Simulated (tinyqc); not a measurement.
Worked calculation: Born-Oppenheimer dynamics on the B3LYP (VWN-RPA form)/sto-3g surface (energies and gradients from PySCF), for H2O, spin multiplicity 1. Computed by tinyqc, a small Python program that keeps every step (integrals from PySCF). Settings: charge = 0, multiplicity = 1, basis = sto-3g, functional = b3lyp, time step (fs) = 0.2, steps = 16. Command: `OMP_NUM_THREADS=1 python tinyqc.py 26755 26756 out.jsonl` (the two numbers bound the seeds that draw the settings). One thread of a shared host (Intel(R) Xeon(R) Processor @ 2.60GHz), about 6 s of CPU time with the checks.

positions (bohr), order 1O, 2H, 3H:
$$\begin{pmatrix}
0.0227 & 0.0208 & -0.0454 \\
-0.0737 & 1.5760 & 0.7994 \\
-0.0643 & -1.5723 & 0.9222
\end{pmatrix}$$

The total energy should stay constant up to terms of order dt^2; the step counts as short enough if it moves by less than 2 % of the largest kinetic energy.

Trajectory:
```
time (fs)  1O-2H (angstrom)  potential (hartree)  kinetic (hartree)  total (hartree)
0.0000               0.9379           -75.297093           0.000074       -75.297019
0.2000               0.9384           -75.297242           0.000223       -75.297020
0.4000               0.9408           -75.297897           0.000874       -75.297023
0.6000               0.9450           -75.299005           0.001977       -75.297028
0.8000               0.9509           -75.300484           0.003450       -75.297035
1.0000               0.9584           -75.302229           0.005188       -75.297042
1.2000               0.9672           -75.304128           0.007079       -75.297048
1.4000               0.9772           -75.306069           0.009015       -75.297054
1.6000               0.9881           -75.307957           0.010899       -75.297059
1.8000               0.9997           -75.309715           0.012652       -75.297062
2.0000               1.0117           -75.311284           0.014219       -75.297064
2.2000               1.0240           -75.312629           0.015564       -75.297065
2.4000               1.0362           -75.313733           0.016668       -75.297065
2.6000               1.0482           -75.314594           0.017529       -75.297064
2.8000               1.0599           -75.315222           0.018159       -75.297063
3.0000               1.0709           -75.315636           0.018575       -75.297061
3.2000               1.0813           -75.315861           0.018802       -75.297059
```

Is the time step short enough?

Yes. The total energy moves within 4.6e-05 hartree, under 2 % of the largest kinetic energy.
